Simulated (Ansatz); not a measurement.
This Ansatz (a quantum-chemistry and plane-wave program) input (B2PLYP/3-21G) gives -335.39906 Eh with 36 basis functions. A basis named .json is the Basis Set Exchange file of that set (core-valence sets with the plain set on hydrogen).

Ansatz 0.2 input:
```yaml
crystal:
  periodic: [false, false, false]
  atoms:
    - {symbol: C, position_ang: [0.00171763, -0.00263817, 0.32505308]}
    - {symbol: F, position_ang: [-0.01708335, 1.26042782, -0.06192073]}
    - {symbol: F, position_ang: [1.09904525, -0.61482395, -0.08303830]}
    - {symbol: F, position_ang: [-1.08310698, -0.64384509, -0.07174301]}
basis:
  gaussian:
    orbitals: 3-21G.json
hamiltonian:
  xc: {name: B2PLYP}
magnetization: {spin_polarized: true, initial_magnetization: 1}
correlation: {electrons: outside_noble_gas}
```

Change:
```diff
- orbitals: 3-21G.json
+ orbitals: def2-SVPD
```

Question: What does the run give now?

Answer: -337.08017 Eh (B2PLYP/def2-SVPD, 89 functions), a change of -1681.11 mEh.
